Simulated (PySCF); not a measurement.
Species: H₇NSi₂.
Z-matrix (Å and degrees, PBE0-D3(BJ)/def2-SVP geometry), rows numbered from 1:
```
N 
Si  1  1.7361
Si  2  2.3445  1  107.19
H   1  1.0143  2  119.59  3   167.22
H   1  1.0139  2  119.47  3   -51.21
H   2  1.5058  1  116.46  3   121.32
H   2  1.4959  1  107.57  3  -119.42
H   3  1.4964  2  111.37  1   171.56
H   3  1.4988  2  109.27  1    52.24
H   3  1.4956  2  111.06  1   -66.92
```

The calculation used PySCF, PBE0-D3(BJ)/def2-SVP geometry optimisation, gas phase.

Take the most abundant isotopes and a rigid rotor. The values belong to one conformer with, in the numbering `[NH2:1][SiH2:2][SiH3:3]`, H–N1–Si2–Si3 167° and -51°.

(1) What are A, B and C (GHz)?

(2) Classify the top.

(3) Is it planar, by Δ = Ic − Ia − Ib?

(4) Give the other two planar moments, Paa and Pbb, and the rms extents of the mass along the axes.

(5) Give the coordinates in the principal-axis frame, origin at the centre of mass.

(6) List the rotational levels J(Ka,Kc) to J = 4 (MHz).

(7) Which types of transition are allowed, and where do some lines up to J = 2 fall?

Answers

(1) Ia = 36.35, Ib = 150.32, Ic = 174.00 u·Å²; 505379 MHz·u·Å²/I gives 13903, 3362 and 2905 MHz, that is A = 13.903, B = 3.3619, C = 2.9046 GHz.

(2) A near-prolate asymmetric top: κ = (2 × 3362 − 13903 − 2905)/(13903 − 2905) = -0.92.

(3) Not planar: Δ = Ic − Ia − Ib = -12.68 u·Å². For a rigid frame Δ = −2 Σ m c², so Σ m c² = 6.34 u·Å² lies off the ab plane: 6.31 from hydrogen and 0.03 from heavier atoms. The atom farthest from that plane is 1.32 Å away.

(4) Paa = Σ m a² = (Ib + Ic − Ia)/2 = 143.98 and Pbb = Σ m b² = (Ia + Ic − Ib)/2 = 30.01 u·Å². With the mass M = 77.01 u, the rms extents √(P/M) along a, b and c are 1.37, 0.62, 0.29 Å.

(5) The sense of each axis is arbitrary; atoms in the order of the calculation.
```json
{"atom": "N1", "mass (u)": "14.003", "a (Å)": "1.714", "b (Å)": "-0.792", "c (Å)": "-0.037"}
{"atom": "Si2", "mass (u)": "27.977", "a (Å)": "0.676", "b (Å)": "0.598", "c (Å)": "0.014"}
{"atom": "Si3", "mass (u)": "27.977", "a (Å)": "-1.534", "b (Å)": "-0.187", "c (Å)": "-0.009"}
{"atom": "H4", "mass (u)": "1.008", "a (Å)": "2.703", "b (Å)": "-0.672", "c (Å)": "-0.230"}
{"atom": "H5", "mass (u)": "1.008", "a (Å)": "1.571", "b (Å)": "-1.546", "c (Å)": "0.625"}
{"atom": "H6", "mass (u)": "1.008", "a (Å)": "0.838", "b (Å)": "1.514", "c (Å)": "1.198"}
{"atom": "H7", "mass (u)": "1.008", "a (Å)": "0.964", "b (Å)": "1.422", "c (Å)": "-1.201"}
{"atom": "H8", "mass (u)": "1.008", "a (Å)": "-2.509", "b (Å)": "0.921", "c (Å)": "0.236"}
{"atom": "H9", "mass (u)": "1.008", "a (Å)": "-1.707", "b (Å)": "-1.207", "c (Å)": "1.075"}
{"atom": "H10", "mass (u)": "1.008", "a (Å)": "-1.859", "b (Å)": "-0.837", "c (Å)": "-1.316"}
```

(6) Above 0(0,0):
J = 1: 1(0,1) 6266, 1(1,1) 16808, 1(1,0) 17265
J = 2: 2(0,2) 18785, 2(1,2) 28883, 2(1,1) 30255, 2(2,1) 61879, 2(2,0) 61894
J = 3: 3(0,3) 37526, 3(1,3) 46988, 3(1,2) 49732, 3(2,2) 80678, 3(2,1) 80751, 3(3,1) 134537, 3(3,0) 134537
J = 4: 4(0,4) 62447, 4(1,4) 71111, 4(1,3) 75682, 4(2,3) 105733, 4(2,2) 105951, 4(3,2) 159631, 4(3,1) 159633, 4(4,1) 234994, 4(4,0) 234994

(7) The dipole components are |μa| = 1.33 D, |μb| = 0.61 D, |μc| = 0.55 D. The squared components, which scale the intensities, stand as 1.00 : 0.21 : 0.17 (a : b : c). Some lines, for components of 0.1 D or more:

```tsv
type	branch	J(Ka,Kc)	MHz	lower level (cm⁻¹)
a	Q	2(1,1) ← 2(1,2)	1372	0.963
b	R	2(0,2) ← 1(1,1)	1977	0.561
a	R	1(0,1) ← 0(0,0)	6266	0.000
c	Q	2(1,2) ← 2(0,2)	10098	0.627
b	Q	1(1,0) ← 1(0,1)	10999	0.209
b	Q	2(1,1) ← 2(0,2)	11471	0.627
a	R	2(1,2) ← 1(1,1)	12076	0.561
b	R	1(1,1) ← 0(0,0)	16808	0.000
c	R	2(1,1) ← 1(0,1)	23989	0.209
c	Q	2(2,1) ← 2(1,1)	31624	1.009
b	Q	2(2,0) ← 2(1,1)	31638	1.009
b	Q	2(2,1) ← 2(1,2)	32996	0.963
c	R	2(2,1) ← 1(1,1)	45071	0.561
```

No frequency check. No vibrational averaging or centrifugal distortion is included, and the geometry carries the error of its method. A rigid rotor knows nothing of inversion at nitrogen or internal rotation, which can split or shift real lines. Quadrupole hyperfine structure (14N) is left out.
